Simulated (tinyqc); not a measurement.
Extended Hueckel theory, for NH3+, step by step. The parameters take no account of the charge, which enters only through the electron count. One step of it, computed by the program tinyqc.

Task: Orbitals. Solve H C = S C e through S^(-1/2); fill by pairs from the bottom, a degenerate level sharing its electrons equally; each orbital has its largest coefficient positive (the first on a tie).

H (eV), order 1N 2s, 1N 2px, 1N 2py, 1N 2pz, 2H 1s, 3H 1s, 4H 1s:
$$\begin{pmatrix}
-26.000000 & 0.000000 & 0.000000 & 0.000000 & -18.882833 & -18.880025 & -18.880025 \\
0.000000 & -13.400000 & 0.000000 & 0.000000 & -10.488791 & 5.249005 & 5.249005 \\
0.000000 & 0.000000 & -13.400000 & 0.000000 & 0.000000 & -9.079979 & 9.079979 \\
0.000000 & 0.000000 & 0.000000 & -13.400000 & 3.111179 & 3.110522 & 3.110522 \\
-18.882833 & -10.488791 & 0.000000 & 3.111179 & -13.600000 & -4.794801 & -4.794801 \\
-18.880025 & 5.249005 & -9.079979 & 3.110522 & -4.794801 & -13.600000 & -4.799704 \\
-18.880025 & 5.249005 & 9.079979 & 3.110522 & -4.794801 & -4.799704 & -13.600000
\end{pmatrix}$$

overlap S, order 1N 2s, 1N 2px, 1N 2py, 1N 2pz, 2H 1s, 3H 1s, 4H 1s:
$$\begin{pmatrix}
1.000000 & 0.000000 & 0.000000 & 0.000000 & 0.518067 & 0.517990 & 0.517990 \\
0.000000 & 1.000000 & 0.000000 & 0.000000 & 0.443956 & -0.222173 & -0.222173 \\
0.000000 & 0.000000 & 1.000000 & 0.000000 & 0.000000 & 0.384326 & -0.384326 \\
0.000000 & 0.000000 & 0.000000 & 1.000000 & -0.131686 & -0.131658 & -0.131658 \\
0.518067 & 0.443956 & 0.000000 & -0.131686 & 1.000000 & 0.201462 & 0.201462 \\
0.517990 & -0.222173 & 0.384326 & -0.131658 & 0.201462 & 1.000000 & 0.201668 \\
0.517990 & -0.222173 & -0.384326 & -0.131658 & 0.201462 & 0.201668 & 1.000000
\end{pmatrix}$$

valence electrons = 7

Give: orbital energies; occupations; coefficients; sum of one-electron energies.

Result:

orbital energies (eV): [-28.7743, -16.6324, -16.6300, -13.5765, 5.6158, 5.6331, 32.8409]

occupations: [2.0000, 2.0000, 2.0000, 1.0000, 0.0000, 0.0000, 0.0000]

coefficients, order 1N 2s, 1N 2px, 1N 2py, 1N 2pz, 2H 1s, 3H 1s, 4H 1s:
$$\begin{pmatrix}
0.7168 & 0.0001 & 0.0000 & 0.1246 & 0.0000 & 0.0000 & 1.3946 \\
0.0000 & 0.6323 & 0.0000 & 0.0000 & 0.0000 & 1.0902 & -0.0002 \\
0.0000 & 0.0000 & 0.6325 & 0.0000 & 1.0896 & 0.0000 & 0.0000 \\
0.0221 & 0.0000 & 0.0000 & 0.9796 & 0.0000 & 0.0000 & -0.3676 \\
0.1668 & 0.4387 & 0.0000 & -0.0436 & 0.0000 & -1.0646 & -0.7622 \\
0.1667 & -0.2194 & 0.3799 & -0.0436 & -0.9219 & 0.5324 & -0.7620 \\
0.1667 & -0.2194 & -0.3799 & -0.0436 & 0.9219 & 0.5324 & -0.7620
\end{pmatrix}$$

sum of one-electron energies = -137.6499 eV
